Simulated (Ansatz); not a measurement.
## CH5OSi (SMILES [CH2][SiH2]O): the energy to break a bond

CH5OSi: 8 atoms, total charge 0, spin state doublet. SMILES: `[CH2][SiH2]O`. Geometry: optimised at wB97X-V/def2-SVP. This is one conformer, not always the lowest.

```xyz
8

C    -0.8652    0.5231   -0.7987
Si    0.6613   -0.0029    0.1137
O     0.2971   -0.7322    1.5727
H    -0.9883    0.4055   -1.8831
H    -1.7079    1.0175   -0.2969
H     1.5027    1.1693    0.4826
H     1.4417   -0.9128   -0.7814
H    -0.2491   -1.5245    1.5350
```

Wanted: the dissociation energy of the H7–Si2 bond into doublet H and singlet CH4OSi (shapes relaxed at wB97X-V/def2-SVP, no zero-point term). 1 Eh = 2625.50 kJ/mol = 27.2114 eV. Totals in Eh; open shells run unrestricted unless said.

```tsv
level	program	CH5OSi	doublet H	singlet CH4OSi
UPBE/def2-TZVP	Ansatz	-405.576358	-0.499616	-404.989011
UB3LYP/def2-TZVP	Ansatz	-405.899612	-0.502154	-405.301050
U-wB97M-V/def2-TZVP	Ansatz	-405.795578	-0.494111	-405.207072
```

**Question.** Work out the dissociation energy at each level.

**Answer.** 
1. UPBE/def2-TZVP: (-0.499616) + (-404.989011) − (-405.576358) = 0.087731 Eh = 230.3 kJ/mol = 2.39 eV.
2. UB3LYP/def2-TZVP: (-0.502154) + (-405.301050) − (-405.899612) = 0.096408 Eh = 253.1 kJ/mol = 2.62 eV.
3. U-wB97M-V/def2-TZVP: (-0.494111) + (-405.207072) − (-405.795578) = 0.094395 Eh = 247.8 kJ/mol = 2.57 eV.

The levels span 230 to 253 kJ/mol; no measured value is set beside them. A fragment with an even electron count was run as a singlet and may have a lower triplet. A bond enthalpy at 298 K also holds the loss of zero-point energy and thermal terms.
